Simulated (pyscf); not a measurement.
Single points on ωB97X-D3(BJ)/def2-SVP structures (PySCF, gas phase).

### Question
Estimate by transition-state theory the rate constant of H₂N–SiH(NH₂)–Cl + H₂ -> H₂N–SiH₂–Cl + NH₃ (singlet surface; N–Si, H–H broken, H–Si, H–N formed) at 900 K, with ωB97M-D3(BJ)/def2-TZVP energies (ideal gas, 1 atm, RRHO with modes under 100 cm⁻¹ raised to 100, one conformer, R ln 2 for rigid chiral ones; no tunnelling).

### Answer
The electronic barrier is 46.3 kcal/mol and the thermal terms add +32.1, so ΔG‡ = 78.3 kcal/mol. With k_BT/h = 1.88e+13 s⁻¹ and RT = 1.788 kcal/mol, and a volume of 1.23e-19 cm³ per molecule at 1 atm, k = 2.2e-25 cm³ molecule⁻¹ s⁻¹. Wigner's tunnelling factor for 1465i cm⁻¹ would be 1.23. A shift of 1 kcal/mol in the barrier changes k by a factor 1.7. At the saddle there is also a short H–Si contact that neither side keeps. This is the saddle that the search found; another between the same sides may lie lower.
